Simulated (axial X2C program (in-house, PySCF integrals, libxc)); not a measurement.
Potential curves of MgH, two-component

All values were computed with an in-house all-electron X2C program for linear molecules (integrals from PySCF). Two-component (2c) means X2C with spin–orbit coupling and atomic mean-field two-electron Coulomb and Gaunt terms. Basis: Mg dyall-cv3z [9s8p6d3f], H dyall-v3z [6s2p1d] (cores contracted in-house); Gaussian nuclei, density fitting, unrestricted open shells. Masses: Mg 23.985 u, H 1.008 u.

State: Ω = 1/2 (⟨Sz⟩ = 0.50, ⟨Lz⟩ = 0.00 at HF). Energies in eV from the fragments at the same level (Mg + H). Fits are polynomials in 1 − R0/R over 0.85 to 1.23 times the lowest point R0.

| R (Å) | MP2 | CCSD(T) | HF |
| --- | --- | --- | --- |
| 1.5138 | -1.1229 |  | -0.9099 |
| 1.5834 | -1.2732 | -1.2809 | -1.0643 |
| 1.6356 | -1.3389 | -1.3501 | -1.1327 |
| 1.6878 | -1.3718 | -1.3874 | -1.1680 |
| 1.7400 | -1.3775 | -1.3985 | -1.1760 |
| 1.8009 | -1.3562 | -1.3846 | -1.1574 |
| 1.8618 | -1.3107 | -1.3479 | -1.1148 |
| 1.9401 | -1.2244 | -1.2753 | -1.0336 |
| 2.0358 | -1.0875 |  | -0.9073 |
| 2.1750 | -0.8485 |  | -0.7005 |

Correlated methods: 3 electrons correlated (number of frozen shells: Mg 2 s, 1 p; H none), 175 virtual spin orbitals or spinors in MP2, 46 natural virtuals in coupled cluster.

The state is a single determinant with fixed occupations, the lowest that a limited PBE0 search found. De is counted from the lowest determinant-based energies of the atoms at the same level, without counterpoise correction. Coupled cluster ran in a truncated set of natural virtual spinors; the MP2 energy of the rest was added. (T) has no such correction and the atoms are truncated less, which lowers De at CCSD(T) by a hundredth of an eV or more. Coupled cluster ran on the points near the minimum only. MP2 and coupled cluster on one determinant become unreliable at the stretched end.

(1) What are Re, ωe and De at the MP2 level?

(2) What are Re, ωe and De at the CCSD(T) level?

(3) What are Re, ωe and De at the HF level?

Answers

(1) At MP2, 2c: Re = 1.726 Å, ωe ≈ 1560 cm⁻¹, De = 1.38 eV to Mg + H; Be follows as 5.85 cm⁻¹.

(2) At CCSD(T), 2c: Re = 1.739 Å, ωe ≈ 1490 cm⁻¹, De = 1.40 eV to Mg + H; Be follows as 5.76 cm⁻¹.

(3) At HF, 2c: Re = 1.731 Å, ωe ≈ 1550 cm⁻¹, De = 1.18 eV to Mg + H; Be follows as 5.82 cm⁻¹.
